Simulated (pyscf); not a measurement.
`[OH][InH2]` + `[H][H]` → `[InH3]` + `[OH2]`, a four-centre exchange (singlet surface; In–O, H–H broken, H–In, H–O formed). PySCF, gas phase, ωB97X-D3(BJ)/def2-SVP geometries. Energies in kJ/mol from the separated reactants.

Small-basis levels: PySCF, no dispersion term, spherical d functions. AM1 to PM7: differences of heats of formation from MOPAC, which are fitted to 298 K values and so differ in kind from electronic energies by zero-point and thermal terms. 

```
level                    barrier  reaction energy
-----------------------  -------  ---------------
HF/6-31G*+LANL2DZ          124.7            +29.8
SVWN5/6-31G*+LANL2DZ        28.5            +60.7
BP86/6-31G*+LANL2DZ         72.1            +68.5
B3LYP/LANL2DZ               83.0            +79.3
M06-2X/6-31G*+LANL2DZ       83.5            +59.2
B3LYP/6-311+G**+LANL2DZ     78.9            +43.1
PBE/def2-SVP                41.9            +27.6
AM1                            ?            -93.1
PM7                        177.0           +211.5
ωB97M-D3(BJ)/def2-TZVP         ?            +18.8
```

### Question
Complete the blanks.

### Answer

- AM1, barrier: 65.6
- ωB97M-D3(BJ)/def2-TZVP, barrier: 73.0

Against the last row the barrier runs from -44.5 (SVWN5/6-31G*+LANL2DZ) to +104.0 kJ/mol (PM7). At SVWN5/6-31G*+LANL2DZ, PM7 this geometry lies under one side, so the entry may be no barrier of that level: it is a single point on another level's saddle. ωB97M-D3(BJ)/def2-TZVP has limits of its own. On the product side the descent ends in an adduct with a In–O contact, 59.5 kJ/mol under the separated species and 105.0 kJ/mol under the saddle at ωB97X-D3(BJ)/def2-TZVP. What is counted as broken (In–O) persists as a longer contact in the product adduct; parting that adduct is a step of its own. At the saddle there is also a short H–In contact that neither side keeps. One saddle was located; it need not be the lowest between these sides. In the def2 sets elements past Kr carry core potentials, without spin-orbit coupling.
